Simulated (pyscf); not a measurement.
HF + F–C•(F)–F → F–C•(F)–F + HF (four-centre exchange; doublet surface; F–H, C–F broken, C–F, F–H formed). PySCF, gas phase, ωB97X-D3(BJ)/def2-SVP geometries. Energies in kJ/mol from the separated reactants.

```csv
level,barrier,reaction energy
PBE/def2-TZVP,195.6,0.0
B3LYP-D3(BJ)/def2-TZVP,225.1,0.0
PBE0-D3(BJ)/def2-TZVP,?,0.0
M06-2X/def2-TZVP,?,0.0
ωB97M-D3(BJ)/def2-TZVP,236.1,0.0
HF/def2-TZVP,349.8,0.0
```

**Question.** Some entries are withheld; supply them.

**Answer.** 
- PBE0-D3(BJ)/def2-TZVP, barrier: 239.6
- M06-2X/def2-TZVP, barrier: 259.2

The functionals in the table span 63.5 kJ/mol in this barrier, from PBE to M06-2X. The same reactants have a lower exit, to F–C(F)(F)–F + H• (barrier +200.2 kJ/mol at ωB97M-D3(BJ), against +236.1 kJ/mol here). This is the saddle that the search found; another between the same sides may lie lower.
